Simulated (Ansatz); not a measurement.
C₂H₅FN₂, SMILES `N=C(F)CN`. Total charge 0; spin multiplicity 1.

Cartesian coordinates in Å:
```
N -0.256 -1.379 0.845
C 0.242 -0.237 0.840
F 0.904 0.279 1.901
C 0.202 0.738 -0.296
N -0.480 0.297 -1.483
H -0.103 -1.859 1.729
H -0.255 1.660 0.079
H 1.237 1.006 -0.535
H -0.054 -0.556 -1.825
H -1.436 0.051 -1.256
```

Problem. List the harmonic frequencies (cm⁻¹, unscaled) at PBE0-D4/def2-TZVP in Ansatz. (Estimate.)

Solution. Computed: 106, 218, 257, 459, 511, 590, 852, 907, 917, 940, 1035, 1167, 1194, 1251, 1388, 1401, 1452, 1678, 1818, 3052, 3087, 3529, 3531, 3602.

Problem. Is this a minimum?

Solution. Yes, all 24 modes are real.

Problem. Give the ideal-gas thermochemistry at 298.15 K and 1 bar (rigid rotor, harmonic oscillator; point group Cs, symmetry number 1).

Solution. Zero-point energy 209.0 kJ/mol; H(298) − E = 226.0 kJ/mol; entropy 310.2 J/(mol·K), of which translation 162.9, rotation 106.7, vibration 40.6; G(298) − E = 133.5 kJ/mol.

Problem. Rotational constants (cm⁻¹)?

Solution. 0.3306, 0.1272, 0.09479.
